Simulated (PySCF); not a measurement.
## How well do the runs reproduce experiment for cyclohexene?

**What was measured.**

NIST CCCBDB Release 22 (SRD 101), experimental dipoles lists, for the gas: dipole moment 0.331 D.

How close the calculation comes is told at the end.

Species: cyclohexene, C6H10.
Atom-mapped SMILES: `[CH:1]1=[CH:2][CH2:3][CH2:4][CH2:5][CH2:6]1` (hydrogens: H7 on C1; H8 on C2; H9, H10 on C3; H11, H12 on C4; H13, H14 on C5; H15, H16 on C6)

Structure used (GFN2-xTB), in Å, numbered top down from 1:
```
atom  x, y, z in Å
C1    -0.0092    1.5016    0.3412
C2     1.1864    0.9400    0.2834
C3     1.4042   -0.5085   -0.0301
C4     0.1591   -1.1372   -0.6504
C5    -1.0722   -0.7527    0.1624
C6    -1.2855    0.7574    0.0934
H7    -0.1106    2.5554    0.5634
H8     2.0768    1.5220    0.4800
H9     2.2574   -0.6141   -0.7052
H10    1.6624   -1.0340    0.8961
H11    0.0393   -0.7743   -1.6735
H12    0.2682   -2.2232   -0.6876
H13   -0.9220   -1.0517    1.2022
H14   -1.9558   -1.2720   -0.2145
H15   -2.0382    1.0666    0.8234
H16   -1.6678    1.0337   -0.8958
```

The PySCF runs (gas phase, on this GFN2-xTB geometry; no spin–orbit coupling):

```csv
level,job,basis functions,wall time
CAM-B3LYP/def2-SVPD,"8 singlets by full TDDFT, 3 Tamm–Dancoff triplets, polarisability",200,24 s
```

Hardware: one thread, x86-64 server, no GPU (shared host).

## Comparison

**Dipole moment.** Measured: 0.331 D (NIST CCCBDB Release 22 (SRD 101), experimental dipoles).

| level | computed (D) | computed − measured (D) | % (from the printed values) |
| --- | --- | --- | --- |
| CAM-B3LYP/def2-SVPD | 0.309 | -0.022 | -7 |

The computed dipoles belong to one fixed geometry; measured ones are averaged over vibrations unless marked μe. Magnitudes are compared, not signs.

No measured geometry was used, and the causes of the misses weren't examined.
